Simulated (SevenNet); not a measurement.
We consider zinc-blende BeTe, described by the machine-learned potential SevenNet-l3i5 (trained on PBE and PBE+U data).

The volume scan:

| V (Å³/atom) | E − E_lowest (meV/atom) | P (GPa) |
|---|---|---|
| 21.391 | 15.43 | 3.89 |
| 21.732 | 8.35 | 2.76 |
| 22.073 | 3.58 | 1.74 |
| 22.415 | 0.86 | 0.82 |
| 22.756 | 0.00 | 0.00 |
| 23.097 | 0.79 | -0.73 |
| 23.439 | 3.04 | -1.37 |
| 23.780 | 6.60 | -1.95 |
| 24.121 | 11.30 | -2.46 |

Question: Estimate the bulk modulus from the pressures at 22.415 and 23.097 Å³/atom, and compare it with a fit to all energies.

Answer: B = −V dP/dV. Between V = 22.415 and 23.097 Å³/atom, dP/dV = (-0.73 − (0.82))/(23.097 − 22.415) = -2.27 GPa per Å³/atom; at the midpoint 22.756 Å³/atom this gives B ≈ 51.7 GPa. The third-order Birch–Murnaghan fit gives V0 = 22.757 Å³/atom, B0 = 51.4 GPa, B′ = 6.7, which lies within 1 % of that estimate.

Measured, for comparison: bulk modulus 67 GPa (room temperature, not corrected to a static lattice; as tabulated in Elmahjoubi et al. (2023), arXiv:2303.01780); equilibrium volume per atom 22.26 Å³/atom (temperature not stated, not corrected to a static lattice; as tabulated in Bernardini et al. (2000), arXiv:cond-mat/0007180). Computed (rounded) less measured: bulk modulus -23 %, equilibrium volume per atom +2.2 %.

A machine-learned potential is trained on density-functional data: it inherits that level's misses and adds fitting errors of its own.
